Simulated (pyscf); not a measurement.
Thermochemistry of product channels of `[O]=[W](=[O])([F])[F]` + `[BH3]` on the singlet surface, in kcal/mol, from ωB97M-D3(BJ)/def2-TZVP energies (ideal gas, 1 atm, RRHO with modes under 100 cm⁻¹ raised to 100, one conformer, R ln 2 for rigid chiral ones). Single points on ωB97X-D3(BJ)/def2-SVP structures (PySCF, gas phase).

```
products                                      ΔE  ΔH(298 K)  ΔG(600 K)  ΔG(900 K)
-------------------------------------------  ---  ---------  ---------  ---------
`[O]=[WH]([OH])([F])[F]` + `[BH]` [singlet]  ___      +87.5      +86.1      +84.8
`[O]=[WH](=[O])[F]` + `[BH2][F]`             ___       -6.4       -9.3      -10.4
```

**Question.** Some entries are withheld; supply them.

**Answer.** 
- `[O]=[WH]([OH])([F])[F]` + `[BH]` [singlet], ΔE: +88.5
- `[O]=[WH](=[O])[F]` + `[BH2][F]`, ΔE: -7.0

These are energies of the channels, which say nothing of barriers. Elements past Kr carry the def2 core potentials, without spin-orbit coupling.
